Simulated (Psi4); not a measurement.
**PH2F (phosphinous fluoride(8ci,9ci)) at PBE/3ZaPa-NR (sweep point 2)**

What is the vertical ionisation energy of PH2F (phosphinous fluoride(8ci,9ci)) at PBE/3ZaPa-NR (sweep point 2)? 

The calculation is run with Psi4 1.11.

## (1) Starting point

PH2F has 4 atoms, charge 0, and is taken as a singlet. SMILES: `FP`. The shape is that of a GFN2-xTB optimisation.

Bond lengths: F1–P2 1.632 Å, P2–H3 1.406 Å, P2–H4 1.406 Å. Angles: F1–P2–H3 93.5°, F1–P2–H4 93.5°, H3–P2–H4 91.6°.

## (2) The energy at PBE/3ZaPa-NR (sweep point 2)

Contents of calc.py:

```python
import psi4

psi4.set_memory('1600 MB')
psi4.set_num_threads(1)
psi4.core.set_output_file('run.log', False)

mol = psi4.geometry("""
0 1
F      2.19310276     1.26394332    -0.42076642
P     -0.13611697    -0.69746012    -0.90644493
H     -1.99160126     1.08519412    -0.24483292
H     -0.06538452    -1.65167732     1.57206316
units bohr
symmetry c1
""")

options = {'puream': True, 'scf_type': 'pk', 'dft_radial_points': 99, 'dft_spherical_points': 590}
psi4.set_options(options)

e, wfn = psi4.energy('pbe/3ZaPa-NR', return_wfn=True)
print('E =', round(e, 9))
```

The run is started by

```console
$ python calc.py
```

run.log:

```text
[...]
  Running in c1 symmetry.
[...]
  Nuclear repulsion =   59.629017546950799
[...]
  Multiplicity = 1
[...]
  Nalpha       = 13
  Nbeta        = 13
[...]
    Number of basis functions: 123
[...]
   @RKS iter   1:  -442.13944676775685   -1.94823e-01   3.57135e-03 ADIIS/DIIS
[...]
   @RKS iter   8:  -442.21192845041725   -6.71611e-08   6.31997e-07 DIIS
[...]
    Orbital Energies [Eh]
    ---------------------
    Doubly Occupied:
       1A    -76.383256     2A    -24.258863     3A     -6.357351
       4A     -4.579429     5A     -4.573763     6A     -4.569489
       7A     -1.096435     8A     -0.595137     9A     -0.434723
      10A     -0.413415    11A     -0.385511    12A     -0.319168
      13A     -0.248424
[...]
  @RKS Final Energy:  -442.21192845041725
   => Energetics <=
    Nuclear Repulsion Energy =             59.6290175469507986
    One-Electron Energy =                -731.0035947566054801
    Two-Electron Energy =                 263.3331568446312758
    DFT Exchange-Correlation Energy =     -34.1705080853938057
    Empirical Dispersion Energy =           0.0000000000000000
    VV10 Nonlocal Energy =                  0.0000000000000000
    Total Energy =                       -442.2119284504172469
[...]
 Multipole Moments:
 ------------------------------------------------------------------------------------
     Multipole            Electronic (a.u.)      Nuclear  (a.u.)        Total (a.u.)
 ------------------------------------------------------------------------------------
 L = 1.  Multiply by 2.5417464519 to convert [e a0] to [Debye]
 Dipole X            :          1.5976044           -2.0531182           -0.4555138
 Dipole Y            :          0.3499259           -0.5726232           -0.2226973
 Dipole Z            :         -1.1665311            1.3138706            0.1473395
 Magnitude           :                                                    0.5280113
[...]
```

Standard output:

```text
E = -442.21192845
```

Wall time 20 s (1 thread of Intel Xeon Platinum 8375C at 2.90GHz (Ice Lake), shared host); peak memory 0.81 GiB.

## (3) The doublet cation, same level

Contents of run.py:

```python
import psi4

psi4.set_memory('1600 MB')
psi4.set_num_threads(1)
psi4.core.set_output_file('output.dat', False)

molecule = psi4.geometry("""
1 2
F      2.19310276     1.26394332    -0.42076642
P     -0.13611697    -0.69746012    -0.90644493
H     -1.99160126     1.08519412    -0.24483292
H     -0.06538452    -1.65167732     1.57206316
units bohr
symmetry c1
""")

psi4.set_options({
    'reference': 'uks',
    'puream': True,
    'scf_type': 'pk',
    'dft_radial_points': 99,
    'dft_spherical_points': 590,
    'maxiter': 150,
})

energy_value, wavefunction = psi4.energy("pbe/3ZaPa-NR", molecule=molecule, return_wfn=True)
print('E =', round(energy_value, 9))
```

The run is started by

```console
$ python run.py
```

output.dat:

```text
[...]
  Running in c1 symmetry.
[...]
  Nuclear repulsion =   59.629017546950799
[...]
  Multiplicity = 2
[...]
  Nalpha       = 13
  Nbeta        = 12
[...]
    Number of basis functions: 123
[...]
   @UKS iter   1:  -441.78624722870831    1.58377e-01   2.65490e-03 DIIS/ADIIS
[...]
   @UKS iter   9:  -441.82353825762800   -3.24022e-08   5.69447e-07 DIIS
[...]
   @S^2 Observed:                7.523539672E-01
[...]
    Orbital Energies [Eh]
    ---------------------
    Alpha Occupied:
       1A    -76.742627     2A    -24.572937     3A     -6.711648
       4A     -4.932667     5A     -4.930595     6A     -4.925355
       7A     -1.396928     8A     -0.910278     9A     -0.734476
      10A     -0.705980    11A     -0.692727    12A     -0.613040
      13A     -0.587087
    Alpha Virtual:
      14A     -0.369239    15A     -0.305092    16A     -0.219998
      17A     -0.176236    18A     -0.134184    19A     -0.133293
      20A     -0.120004    21A     -0.111292    22A     -0.110450
      23A     -0.091804    24A     -0.046235    25A     -0.045956
[...]
  @UKS Final Energy:  -441.82353825762800
   => Energetics <=
    Nuclear Repulsion Energy =             59.6290175469507986
    One-Electron Energy =                -722.6717524775885977
    Two-Electron Energy =                 255.0590326774877212
    DFT Exchange-Correlation Energy =     -33.8398360044779096
    Empirical Dispersion Energy =           0.0000000000000000
    VV10 Nonlocal Energy =                  0.0000000000000000
    Total Energy =                       -441.8235382576280017
[...]
 Multipole Moments:
 ------------------------------------------------------------------------------------
     Multipole            Electronic (a.u.)      Nuclear  (a.u.)        Total (a.u.)
 ------------------------------------------------------------------------------------
 L = 1.  Multiply by 2.5417464519 to convert [e a0] to [Debye]
 Dipole X            :          0.9074143           -2.0531182           -1.1457039
 Dipole Y            :         -0.2137852           -0.5726232           -0.7864083
 Dipole Z            :         -1.2840783            1.3138706            0.0297924
 Magnitude           :                                                    1.3899507
[...]
```

On the terminal:

```text
E = -441.823538258
```

Wall time 35 s (1 thread of Intel Xeon Platinum 8375C at 2.90GHz (Ice Lake), shared host); peak memory 0.83 GiB.

## (4) Outcome

At PBE/3ZaPa-NR (sweep point 2):

| quantity | value |
| --- | --- |
| singlet PH2F: total energy | -442.21193 Eh |
| singlet PH2F: dipole moment | 1.34 D |
| singlet PH2F: HOMO energy | -6.76 eV |
| singlet PH2F: LUMO energy | -2.09 eV |
| singlet PH2F: HOMO–LUMO gap | 4.67 eV |
| doublet cation: total energy | -441.82354 Eh |
| doublet cation: HOMO energy (highest over α and β) | -15.98 eV |
| doublet cation: LUMO energy (lowest over α and β) | -14.34 eV |
| doublet cation: ⟨S²⟩ | 0.752 |
| vertical ionisation energy (to the doublet cation) | 10.569 eV |

What this shows: Removing an electron at fixed nuclei costs 10.57 eV (1020 kJ/mol). −ε(HOMO) before ionisation, 6.76 eV, is 3.81 eV below this ionisation energy.
